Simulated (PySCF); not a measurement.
Input for PySCF: R-M06-2X/6-31G* on H2S (SMILES S).

```python
from pyscf import gto, scf, dft, mp
from pyscf.data.elements import chemcore

mol = gto.M(
    atom='''
    S     0.00000000    0.00000000    0.10251900
    H     0.00000000    0.96624900   -0.82015400
    H     0.00000000   -0.96624900   -0.82015400
    ''',
    basis='6-31g*',
    cart=True,
    charge=0, spin=0, verbose=3, max_memory=1800)
mf = dft.RKS(mol, xc='m062x')
mf.conv_tol = 1e-8
mf.max_cycle = 100
mf.kernel()
if not mf.converged:
    mf = mf.newton().run(mf.mo_coeff, mf.mo_occ)
```

Program output:

```
converged SCF energy = -399.336518033294
```

The calculation finished and met its thresholds.

Cost: roughly 1.3 core-seconds.
